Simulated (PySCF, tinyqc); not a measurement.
Worked calculation: CID on RHF in the sto-6g basis, frozen core, for HF, spin multiplicity 1. The lowest restricted solution is unstable here: a spin-polarised one lies 0.0313 hartree lower (PySCF). One step of it, computed by the program tinyqc.

Task: CID: determinants and Hamiltonian. Slater-Condon rules over spin orbitals, with the nuclear repulsion and the energy of the frozen orbital added and E(HF) subtracted on the diagonal. Only determinants linked to the reference directly or through others are kept (one block of an abelian symmetry group), so some states are absent.

one-electron integrals dressed by the frozen orbital, h + 2 (pq|11) - (p1|1q) (hartree), order 2, 3, 4, 5, 6:
```
[[-6.744692, 0.000000, 0.000000, 0.230185, 0.399707],
 [0.000000, -6.087247, 0.000000, 0.000000, 0.000000],
 [0.000000, 0.000000, -6.087247, 0.000000, 0.000000],
 [0.230185, 0.000000, 0.000000, -4.853223, 1.539919],
 [0.399707, 0.000000, 0.000000, 1.539919, -4.270873]]
```

energy of the frozen orbital, 2 h_11 + (11|11) = -76.19645740 hartree

Two-electron integrals over orbitals (pq|rs), unique and non-zero (hartree); the lowest 1 orbital is frozen and left out:
```
(22|22) 0.885188    (32|32) 0.191904    (33|22) 0.902992    (33|33) 0.998085
(42|42) 0.191904    (43|43) 0.053789    (44|22) 0.902992    (44|33) 0.890506
(44|44) 0.998085    (52|22) -0.044312   (52|33) -0.055307   (52|44) -0.055307
(52|52) 0.124477    (53|32) -0.021395   (53|53) 0.032335    (54|42) -0.021395
(54|54) 0.032335    (55|22) 0.668231    (55|33) 0.653391    (55|44) 0.653391
(55|52) -0.007434   (55|55) 0.647857    (62|22) -0.067350   (62|33) -0.067314
(62|44) -0.067314   (62|52) -0.085027   (62|55) -0.020280   (62|62) 0.090612
(63|32) -0.022376   (63|53) -0.024162   (63|63) 0.027833    (64|42) -0.022376
(64|54) -0.024162   (64|64) 0.027833    (65|22) -0.263405   (65|33) -0.264897
(65|44) -0.264897   (65|52) 0.067294    (65|55) -0.086870   (65|62) 0.027691
(65|65) 0.252077    (66|22) 0.620826    (66|33) 0.606795    (66|44) 0.606795
(66|52) 0.036921    (66|55) 0.632004    (66|62) -0.046168   (66|65) -0.027412
(66|66) 0.653872
```

nuclear repulsion = 3.39942534 hartree

Hartree-Fock energy = -99.38010893 hartree

Give: determinants; H - E(HF) between determinants.

Result:

Occupation strings over the orbitals (2 doubly, a alpha, b beta, 0 empty; spin orbitals ordered 1a 1b 2a 2b ...): 222220 222202 2a22b2 222022 220222 2b22a2 202222

H - E(HF) between determinants (hartree), order 222220, 222202, 2a22b2, 222022, 220222, 2b22a2, 202222:
```
[[0.0000, 0.2521, -0.0277, 0.0278, 0.0278, 0.0277, 0.0906],
 [0.2521, 0.6941, 0.0536, 0.0323, 0.0323, -0.0536, 0.1245],
 [-0.0277, 0.0536, 1.5502, 0.0214, 0.0214, -0.1245, 0.0905],
 [0.0278, 0.0323, 0.0214, 0.7545, 0.0538, -0.0214, 0.1919],
 [0.0278, 0.0323, 0.0214, 0.0538, 0.7545, -0.0214, 0.1919],
 [0.0277, -0.0536, -0.1245, -0.0214, -0.0214, 1.5502, -0.0905],
 [0.0906, 0.1245, 0.0905, 0.1919, 0.1919, -0.0905, 2.6029]]
```
